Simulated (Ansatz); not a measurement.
# LiMg− (triplet): wave-function methods side by side at distance Li1–Mg2 = 4.667 Å, aug-cc-pVTZ

How much of the correlation energy of LiMg− (triplet) does each wave-function method recover here?

Program: Ansatz 0.2.0, Gaussian basis. Level of theory: aug-cc-pVTZ, core rule «outside noble gas», up to 6 orbitals frozen. These are calculated values, not measurements.

Plan: UHF; CCSD(T) on ROHF; CCSD(T) on UHF; BCCD(T) on ROHF; CCSDT(Q) on ROHF; CCSDT(Q) on UHF; Full CI.

38 further runs of the same task are left out: 21 for a known fault of the program, 10 that didn't finish, 7 set aside as unsound or not needed.

## 1. The system

The geometry derives from a PBE0/def2-TZVPD stationary point (not a proven minimum). One bond is set to the value named and the two fragments are kept rigid.

2 atoms, charge -1, spin multiplicity 3.

Atoms are counted from 1 here; the program's logs count them from 0.

No contacts short enough for the rule that draws bonds.

## 2. UHF

Input file in.yaml:

```yaml
crystal:
  periodic: [false, false, false]
  atoms:
    - {symbol: Li, position_ang: [0.000000, 0.000000, 0.000000]}
    - {symbol: Mg, position_ang: [0.000000, 0.000000, 4.667000]}
basis:
  gaussian: {orbitals: aug-cc-pVTZ}
total_charge: -1
magnetization: {spin_polarized: true, initial_magnetization: 2}
hamiltonian: {xc: hf}
output: {orbitals: {seedname: orbitals}}
```

Started as:

```
$ ansatz run in.yaml --threads 1 --pin off --events-out ev --progress --plain --max-ram 2393MiB
```

Further steps of the session: CCSD(T) on ROHF; CCSD(T) on UHF; BCCD(T) on ROHF; CCSDT(Q) on ROHF; CCSDT(Q) on UHF; Full CI.

Before running them: what should the planned runs give, taken together? Wanted: FCI from the RHF energy; RMP2 from FCI; UMP2 from FCI; RCCSD from FCI; RCCSD(T) from FCI; UCCSD(T) from FCI; RCCSDT(Q) from FCI; UCCSDT(Q) from FCI; T1 diagnostic.

As calculated:

| quantity | value |
| --- | --- |
| FCI from the ROHF energy | -1.2957 eV |
| RMP2 from FCI | +429.2 meV |
| UMP2 from FCI | +426.0 meV |
| RCCSD from FCI | +60.6 meV |
| RCCSD(T) from FCI | +19.6 meV |
| UCCSD(T) from FCI | +18.2 meV |
| RCCSDT(Q) from FCI | +0.4 meV |
| UCCSDT(Q) from FCI | 0.0 meV |
| levels within 1 kcal/mol (43 meV) | RCCSD(T), UCCSD(T), BCCD(T), RCCSDT, UCCSDT, RCCSDT(Q), UCCSDT(Q) |
| T1 diagnostic | 0.065 |
| effectively unpaired electrons | 2.10 |

What this shows: RCCSD(T) lands +19.6 meV from the yardstick (1.5 % of the correlation energy). The occupations are near whole numbers, but T1 = 0.065 shows that the orbitals relax strongly. These misses are within one basis, not against nature; the frozen cores of restricted and unrestricted runs differ, which can shift their rows.

Levels on UHF freeze UHF's core orbitals, full CI those of ROHF, so the U rows can settle a little off it for that reason alone.
